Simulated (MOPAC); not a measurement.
MOPAC input (PM7):

```
PM7 FORCE THERMO(298,298) PRECISE LET CHARGE=1 GEO-OK AUX(PRECISION=9) THREADS=1
C3H4N

C    -0.12248990 1   -1.72668660 1   -0.01359782 1
C     0.59352317 1   -0.59123878 1   -0.00193083 1
C     0.01543021 1    0.68964167 1    0.00528727 1
H    -1.21066043 1   -1.77910731 1   -0.01866107 1
H     0.35121781 1   -2.71547064 1   -0.01905223 1
H     1.70430446 1   -0.60006572 1    0.00276565 1
N    -0.42834806 1    1.75736362 1    0.01146783 1
H    -0.80469487 1    2.66894081 1    0.01675530 1
```

From the last part of the output:

```
     H    8   3.623719   3.965427

          HEAT OF FORMATION =     213.957568 KCALS/MOLE

          ZERO POINT ENERGY      35.719 KCAL/MOL

           NORMAL COORDINATE ANALYSIS (Total motion = 1 Angstrom)

   Root No.       1         2         3         4         5         6         7         8

                 1 A'      1 A"      2 A'      2 A"      3 A"      3 A'      4 A"      4 A'

                 236.3     332.5     579.9     648.9     735.1     775.7     937.3     945.2

           1   -0.0317   -0.0000   -0.0663    0.0000   -0.0000    0.0147    0.0000    0.0421
           2   -0.0852    0.0000   -0.0373   -0.0000    0.0000   -0.0021   -0.0000    0.0749
           3   -0.0000   -0.0243    0.0000    0.0076   -0.0007    0.0000    0.0078    0.0000
           4   -0.0327    0.0000   -0.0572   -0.0000    0.0000    0.0095   -0.0000    0.0271
           5    0.0631   -0.0000    0.0661    0.0000   -0.0000   -0.0074    0.0000    0.0480
           6    0.0000    0.0073    0.0000   -0.0561    0.0380   -0.0000   -0.0992    0.0000
           7   -0.0491    0.0000    0.1673    0.0000   -0.0000   -0.0028    0.0000   -0.0324
           8    0.0726   -0.0000   -0.0776   -0.0000    0.0000   -0.0049   -0.0000   -0.0324
           9    0.0000    0.1296   -0.0000    0.0773   -0.0318   -0.0000    0.0300   -0.0000
          10   -0.1355    0.0000   -0.2043   -0.0000    0.0000    0.0552    0.0000   -0.2244
          11   -0.1584   -0.0000   -0.1411    0.0000   -0.0000    0.0304   -0.0000   -0.1378
          12   -0.0000    0.1995    0.0000   -0.2314    0.1316    0.0000    0.2331   -0.0000
          13    0.0798   -0.0000    0.0797    0.0000   -0.0000   -0.0230   -0.0000    0.3533
          14   -0.1567    0.0000   -0.1390   -0.0000    0.0000    0.0257    0.0000   -0.1491
          15   -0.0000   -0.2834   -0.0000    0.3132   -0.1752    0.0000   -0.0277   -0.0000
          16    0.0379   -0.0000   -0.1412   -0.0000    0.0000    0.0416    0.0000   -0.0259
          17    0.0987    0.0000   -0.0048    0.0000   -0.0000    0.0117   -0.0000    0.0041
          18    0.0000   -0.1660   -0.0000   -0.0437    0.0659   -0.0000    0.5684    0.0000
          19    0.0874   -0.0000   -0.0201   -0.0000   -0.0000   -0.0673   -0.0000   -0.0372
          20   -0.0227    0.0000    0.0601    0.0000    0.0000    0.0390    0.0000   -0.0521
          21   -0.0000   -0.0700    0.0000   -0.0438   -0.0433    0.0000   -0.0006   -0.0000
          22    0.1548   -0.0000    0.0224    0.0000    0.0000    0.6071   -0.0000   -0.0258
          23   -0.0704    0.0000    0.0319   -0.0000   -0.0000   -0.4385    0.0000   -0.0715
          24   -0.0000   -0.1198    0.0000    0.2270    0.5135   -0.0000   -0.0333   -0.0000

   Root No.       9        10        11        12        13        14        15        16

                 5 A"      5 A'      6 A'      7 A'      8 A'      9 A'     10 A'     11 A'

                1116.9    1130.8    1277.7    1358.8    1760.4    2356.1    2646.2    2680.0

           1   -0.0000    0.0190   -0.0285   -0.0436   -0.2410   -0.0071   -0.0023   -0.0022
           2    0.0000   -0.0438    0.0354    0.0076    0.0003   -0.0003   -0.0411   -0.0212
           3   -0.1009   -0.0000    0.0000    0.0000    0.0000    0.0000   -0.0000   -0.0000
           4    0.0000    0.0054   -0.0178   -0.0291    0.2773   -0.0091   -0.0110    0.0203
           5   -0.0000    0.1221   -0.0467   -0.0278    0.0288   -0.0324    0.0090   -0.0290
           6    0.0390    0.0000   -0.0000   -0.0000   -0.0000    0.0000    0.0000    0.0000
           7   -0.0000    0.0016    0.0205    0.0042   -0.0107    0.1219    0.0018    0.0024
           8    0.0000   -0.0462   -0.0128    0.0026   -0.0003    0.1735    0.0037    0.0001
           9   -0.0027   -0.0000   -0.0000   -0.0000    0.0000    0.0000    0.0000    0.0000
          10    0.0000    0.2365   -0.1823    0.2907   -0.1118    0.0188   -0.1829   -0.0750
          11   -0.0000    0.1376   -0.0784    0.2381    0.1138   -0.0171    0.2307    0.0868
          12    0.4009    0.0000    0.0000    0.0000    0.0000   -0.0000    0.0000   -0.0000
          13    0.0000   -0.1037   -0.0406    0.3390   -0.0864   -0.0037    0.2158    0.1119
          14   -0.0000    0.0615    0.0316   -0.2431   -0.0926   -0.0144    0.2991    0.1597
          15    0.4073    0.0000    0.0000   -0.0000   -0.0000    0.0000    0.0000    0.0000
          16   -0.0000    0.1497    0.5338    0.0727    0.0351   -0.0713    0.1108   -0.2474
          17    0.0000    0.1832    0.3015    0.0454   -0.1145    0.0613   -0.1846    0.3996
          18   -0.0450    0.0000    0.0000    0.0000   -0.0000    0.0000   -0.0000    0.0000
          19   -0.0000   -0.0368    0.0005    0.0076   -0.0096   -0.0660    0.0020   -0.0085
          20   -0.0000   -0.0523    0.0015    0.0109   -0.0148   -0.0935    0.0029   -0.0121
          21    0.0001   -0.0000   -0.0000   -0.0000   -0.0000   -0.0000    0.0000   -0.0000
          22    0.0000   -0.0808   -0.0114    0.0078   -0.0077   -0.2869   -0.0343    0.0849
          23   -0.0000   -0.0376    0.0110    0.0169   -0.0454   -0.4075   -0.0473    0.1192
          24    0.0041    0.0000   -0.0000   -0.0000   -0.0000   -0.0000   -0.0000    0.0000

   Root No.      17        18

                12 A'     13 A'

                2724.6    2743.3

           1    0.0359    0.0095
           2   -0.0060   -0.0004
           3   -0.0000    0.0000
           4    0.0022   -0.0069
           5   -0.0040    0.0053
           6    0.0000    0.0000
           7   -0.0074    0.0290
           8   -0.0106    0.0425
           9   -0.0000    0.0000
          10   -0.2402   -0.0754
          11    0.3367    0.1087
          12    0.0000    0.0000
          13   -0.1663   -0.0646
          14   -0.2645   -0.1028
          15   -0.0000   -0.0000
          16   -0.0395    0.0735
          17    0.0609   -0.1298
          18    0.0000   -0.0000
          19    0.0110   -0.0413
          20    0.0156   -0.0586
          21    0.0000   -0.0000
          22   -0.0743    0.2632
          23   -0.1048    0.3722
          24   -0.0000    0.0000

           MASS-WEIGHTED COORDINATE ANALYSIS (NORMAL COORDINATES)

   Root No.       1         2         3         4         5         6         7         8

                 1 A'      1 A"      2 A'      2 A"      3 A"      3 A'      4 A"      4 A'

                 236.3     332.5     579.9     648.9     735.1     775.7     937.3     945.2

           1   -0.1582   -0.0000   -0.2678    0.0000   -0.0000    0.0627    0.0000    0.2221
           2   -0.4254    0.0000   -0.1505   -0.0000    0.0000   -0.0088   -0.0000    0.3947
           3   -0.0000   -0.1269    0.0000    0.0446   -0.0039    0.0000    0.0378    0.0000
           4   -0.1632    0.0000   -0.2311   -0.0000    0.0000    0.0403   -0.0000    0.1429
           5    0.3151   -0.0000    0.2669    0.0000   -0.0000   -0.0316    0.0000    0.2531
           6    0.0000    0.0381    0.0000   -0.3315    0.2152   -0.0000   -0.4804    0.0000
           7   -0.2450    0.0000    0.6761    0.0000   -0.0000   -0.0119    0.0000   -0.1707
           8    0.3625   -0.0000   -0.3137   -0.0000    0.0000   -0.0208   -0.0000   -0.1709
           9    0.0000    0.6762   -0.0000    0.4570   -0.1799   -0.0000    0.1452   -0.0000
          10   -0.1960    0.0000   -0.2391   -0.0000    0.0000    0.0682    0.0000   -0.3426
          11   -0.2290   -0.0000   -0.1652    0.0000   -0.0000    0.0375   -0.0000   -0.2103
          12   -0.0000    0.3015    0.0000   -0.3962    0.2160    0.0000    0.3270   -0.0000
          13    0.1154   -0.0000    0.0932    0.0000   -0.0000   -0.0284   -0.0000    0.5393
          14   -0.2267    0.0000   -0.1626   -0.0000    0.0000    0.0317    0.0000   -0.2276
          15   -0.0000   -0.4282   -0.0000    0.5363   -0.2875    0.0000   -0.0388   -0.0000
          16    0.0547   -0.0000   -0.1653   -0.0000    0.0000    0.0513    0.0000   -0.0396
          17    0.1428    0.0000   -0.0057    0.0000   -0.0000    0.0144   -0.0000    0.0063
          18    0.0000   -0.2508   -0.0000   -0.0748    0.1082   -0.0000    0.7975    0.0000
          19    0.4714   -0.0000   -0.0877   -0.0000   -0.0000   -0.3098   -0.0000   -0.2115
          20   -0.1223    0.0000    0.2621    0.0000    0.0000    0.1794    0.0000   -0.2966
          21   -0.0000   -0.3941    0.0000   -0.2793   -0.2650    0.0000   -0.0033   -0.0000
          22    0.2239   -0.0000    0.0262    0.0000    0.0000    0.7491   -0.0000   -0.0393
          23   -0.1018    0.0000    0.0373   -0.0000   -0.0000   -0.5411    0.0000   -0.1091
          24   -0.0000   -0.1811    0.0000    0.3887    0.8427   -0.0000   -0.0467   -0.0000

   Root No.       9        10        11        12        13        14        15        16

                 5 A"      5 A'      6 A'      7 A'      8 A'      9 A'     10 A'     11 A'

                1116.9    1130.8    1277.7    1358.8    1760.4    2356.1    2646.2    2680.0

           1   -0.0000    0.0986   -0.1419   -0.2478   -0.6416   -0.0246   -0.0148   -0.0137
           2    0.0000   -0.2278    0.1764    0.0434    0.0009   -0.0011   -0.2610   -0.1302
           3   -0.5090   -0.0000    0.0000    0.0000    0.0000    0.0000   -0.0000   -0.0000
           4    0.0000    0.0283   -0.0886   -0.1655    0.7380   -0.0315   -0.0698    0.1244
           5   -0.0000    0.6349   -0.2328   -0.1581    0.0767   -0.1123    0.0572   -0.1779
           6    0.1970    0.0000   -0.0000   -0.0000   -0.0000    0.0000    0.0000    0.0000
           7   -0.0000    0.0084    0.1024    0.0240   -0.0284    0.4230    0.0112    0.0146
           8    0.0000   -0.2404   -0.0637    0.0149   -0.0008    0.6018    0.0235    0.0006
           9   -0.0134   -0.0000   -0.0000   -0.0000    0.0000    0.0000    0.0000    0.0000
          10    0.0000    0.3562   -0.2632    0.4790   -0.0862    0.0189   -0.3364   -0.1332
```

The dipole moment of an ion depends on the origin.
